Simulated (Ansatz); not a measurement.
# LiPH₂ (singlet): wave-function methods side by side, 6-31G

Aim: climb from Hartree-Fock through coupled cluster for LiPH₂ (singlet) at one geometry and basis, and see what each rung misses.

Computed with Ansatz 0.2.0, Gaussian basis. Level: 6-31G, core rule «outside noble gas», up to 6 orbitals frozen.

The runs, in order: UHF; CCSD(T) on RHF; CCSD(T) on UHF; BCCD(T) on RHF; CISD; CCSDT(Q) on RHF; CCSDT(Q) on UHF; CISDTQ; CCSDTQ on RHF; Full CI.

28 further runs of the same task are left out: 12 for a known fault of the program, 1 for a mislabelled method, 5 that didn't finish, 10 set aside as unsound or not needed.

**1. What is computed**

The geometry is a PBE0/def2-TZVP stationary point (not a proven minimum) of the parent state, kept for this charge and spin.

4 atoms, charge 0, spin multiplicity 1.

Atoms are counted from 1 here; the program's logs count them from 0.

Bond lengths: P1–H3 1.430 Å, P1–H4 1.420 Å. Angles: H3–P1–H4 93.2°.

**2. UHF**

Contents of in.yaml:

```yaml
crystal:
  periodic: [false, false, false]
  atoms:
    - {symbol: P, position_ang: [0.000000, 0.027316, 0.488956]}
    - {symbol: Li, position_ang: [0.000000, -0.001113, -2.577448]}
    - {symbol: H, position_ang: [0.000000, 0.504297, 1.836882]}
    - {symbol: H, position_ang: [0.000000, -1.336050, 0.886751]}
basis:
  gaussian: {orbitals: 6-31G}
magnetization: {spin_polarized: true, initial_magnetization: 0}
hamiltonian: {xc: hf}
output: {orbitals: {seedname: orbitals}}
```

The run is started by

```sh
> ansatz run in.yaml --threads 1 --pin off --events-out ev --progress --plain --max-ram 2393MiB
```

The runs that follow: CCSD(T) on RHF; CCSD(T) on UHF; BCCD(T) on RHF; CISD; CCSDT(Q) on RHF; CCSDT(Q) on UHF; CISDTQ; CCSDTQ on RHF; Full CI.

Q: Predict the results of all the runs planned. Wanted: FCI below the RHF energy; RMP2 from FCI; RCCSD from FCI; RCCSD(T) from FCI; RCCSDT(Q) from FCI; T1 diagnostic; effectively unpaired electrons.

**Answer**, as computed:

| quantity | value |
| --- | --- |
| FCI below the RHF energy | -2.2717 eV |
| RMP2 from FCI | +556.9 meV |
| RCCSD from FCI | +54.5 meV |
| RCCSD(T) from FCI | +13.1 meV |
| RCCSDT(Q) from FCI | -0.9 meV |
| levels within 1 kcal/mol (43 meV) | RCCSD(T), BCCD(T), RCCSDT, CISDTQ, RCCSDT(Q), RCCSDTQ |
| T1 diagnostic | 0.027 |
| effectively unpaired electrons | 0.04 |

RCCSD(T) lands +13.1 meV from the yardstick (0.6 % of the correlation energy). One determinant dominates. These misses are within one basis, not against nature.
